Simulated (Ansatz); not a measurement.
System: CHF2 (charge -1, singlet). It need not be the lowest isomer of its formula. Whether it binds its extra electron was not tested at this geometry. 
Structure (B3LYP-D3(BJ)/def2-TZVP (Ansatz, an electronic-structure program) minimum search):
SMILES: F[CH-]F
```xyz
4

C     -0.1471    -0.0130     0.6529
F      0.0165     1.1422    -0.2516
F     -0.0172    -1.1293    -0.3045
H      0.8882    -0.0385     1.0874
```
Charge -1, spin multiplicity 1.

Total electronic energies in hartree. Cores are frozen in the correlated levels unless marked. Spin-orbit coupling is left out. Non-relativistic. CBS(X,Y): correlation extrapolated as X^-3; Hartree-Fock from the larger set. The bracket is a focal-point correction in the basis named.

```
level                                                                 program  energy (Eh)
-------------------------------------------------------------  --------------  -----------
HF/6-31G*                                                              Ansatz   -237.21205
HF/cc-pVQZ                                                             Ansatz   -237.34497
PBE-D4/def2-TZVPD                                              Ansatz + dftd4   -238.21353
r2SCAN-D3(BJ)/def2-TZVPD                                       Ansatz + dftd3   -238.33773
B3LYP-D4/def2-TZVPD                                            Ansatz + dftd4   -238.45424
BHLYP-D4/def2-TZVPD                                            Ansatz + dftd4   -238.34229
HSE06-D4/def2-TZVPD                                            Ansatz + dftd4   -238.19481
wB97X-V/def2-TZVPD                                                     Ansatz   -238.36545
B2GP-PLYP/def2-TZVPD                                                   Ansatz   -238.26492
B2PLYP/def2-TZVPD                                                      Ansatz   -238.30630
MP2/STO-3G                                                             Ansatz   -233.86732
MP2/aug-cc-pVDZ                                                        Ansatz   -237.84216
CCSD/cc-pVDZ                                                           Ansatz   -237.76200
RI-MP2/CBS(aug-cc-pVTZ,aug-cc-pVQZ)+[CCSD(T)-MP2]/aug-cc-pVDZ          Ansatz    -238.1738
RI-MP2/CBS(aug-cc-pVTZ,aug-cc-pVQZ)+[CCSD(T)-MP2]/aug-cc-pVTZ          Ansatz    -238.1749
```

Totals of different functionals don't rank their quality; only differences between species are comparable.
